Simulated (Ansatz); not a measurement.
# Worked example: BH2F + BH(CH3)(SH) → BH2(SH) + BH(CH3)F

Species: BH2F `BF`, singlet; BH(CH3)(SH), singlet; BH2(SH), singlet; BH(CH3)F, singlet. The partners trade F for SH; both sit on B, so the bond types are kept.

Shapes, held fixed at every level: PBE0-D4/def2-TZVP. Flexible molecules stand in one conformer, not always the lowest. Programs: Ansatz 0.2.0. The zero-point and thermal change to 298 K, harmonic and unscaled (PBE0-D4/def2-TZVP), is -0.4 kJ/mol.

At CCSD(T)/CBS estimate; 1 Eh = 2625.50 kJ/mol:

| species | energy (Eh) |
| --- | --- |
| BH2F | -125.820391 |
| BH(CH3)(SH) | -463.660898 |
| BH2(SH) | -424.381978 |
| BH(CH3)F | -165.102975 |

Task: Work out ΔH(298 K) of the reaction at this level.

Result: 
1. Products less reactants: (-424.381978) + (-165.102975) − [(-125.820391) + (-463.660898)] = -0.003664 Eh = -9.6 kJ/mol.
2. With the thermal change: -9.6 + (-0.4) = -10.0 kJ/mol.

Other levels give -14.9 (SPW92/def2-TZVPP) to -10.4 kJ/mol (BHLYP-D4/def2-TZVPP). No measured value is set beside it here. The CBS estimate extrapolates MP2 from def2-TZVPP and def2-QZVPP and adds CCSD(T) − MP2 in the triple-zeta set, cores frozen.
